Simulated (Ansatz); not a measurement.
Si3, relaxed as a singlet with RKS PBE-D4/def2-TZVP in Ansatz, starting from the GFN2-xTB geometry. Force threshold 0.02 eV/Å.

At PBE-D4/def2-TZVP a triplet of charge 0 lies 0.12 eV below the restricted singlet, each at its own geometry. The structure comes from a short search, and lower isomers may exist.

Start:

```csv
atom,x (Å),y (Å),z (Å)
Si1,-0.0633,0.0829,-0.1456
Si2,2.0397,0.3934,-0.5522
Si3,-1.9764,-0.4763,0.6979
```

| step | energy (eV) | largest force component (eV/Å) | SCF passes |
| --- | --- | --- | --- |
| 1 | -23617.6971 | 0.407 | 17 |
| 2 | -23617.7106 | 0.090 | 20 |
| 3 | -23617.7589 | 0.168 | 27 |
| 4 | -23617.8357 | 0.560 | 27 |
| 5 | -23618.0015 | 0.675 | 27 |
| 6 | -23618.2101 | 0.597 | 26 |
| 7 | -23618.3736 | 0.315 | 26 |
| 8 (rejected) | -23618.3721 | 0.216 | 26 |
| 9 | -23618.3933 | 0.041 | 20 |
| 10 | -23618.3934 | 0.017 | 23 |

Force components are those of the run's own axes.

End:

```
atom    x (Å)    y (Å)    z (Å)
 Si1  -0.3895   0.5101  -0.8965
 Si2   1.5359   0.0353   0.0308
 Si3  -1.1464  -0.5454   0.8657
```

By distances, no bond broke or formed. The bond that changes most is Si1–Si2, from 2.16 to 2.19 Å (atoms count from 1).

No frequencies were taken in this run, so the end may be a saddle point.

Hardware: 2 threads of Arm Neoverse V2 on a shared host. Wall time 6.5 s.
